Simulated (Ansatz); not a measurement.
## doublet NH(+): levels of theory in one basis

| atom | x (Å) | y (Å) | z (Å) |
| --- | --- | --- | --- |
| N | 0.0000 | 0.0000 | -0.5867 |
| H | 0.0000 | 0.0000 | 0.5867 |

Basis set: def2-SVP (spherical functions). Correlated methods keep 1 orbital frozen. Correlation on ROHF uses semicanonical orbitals with singles. Charge 1, multiplicity 2.

Computed with Ansatz (development build ahead of 0.2.0); each method stands on the lowest determinant of its kind that the runs found.

```tsv
method	E − E(ROHF) (eV)	<S²> of the determinant
ROHF	0.00	–
UHF	-0.38	1.28
ROHF-MP2	-2.51	–
UHF-MP2	-2.48	1.28
ROHF-CCSD(T)	-3.31	–
UHF-CCSD(T)	-3.32	1.28
```

Problem. Is a single determinant a sound starting point here?

Solution. It is doubtful. Unrestricted orbitals lower Hartree–Fock by 0.38 eV and <S²> is 1.28 where a pure state has 0.75, a sign of strong static correlation.

Caution for UHF, UHF-MP2, UHF-CCSD(T): the unrestricted determinant is spin contaminated. Caution for ROHF-MP2, UHF-MP2: MP2 on this radical cation hangs on the determinant chosen. Caution for UHF-MP2, UHF-CCSD(T): a plain start can end on a higher determinant.
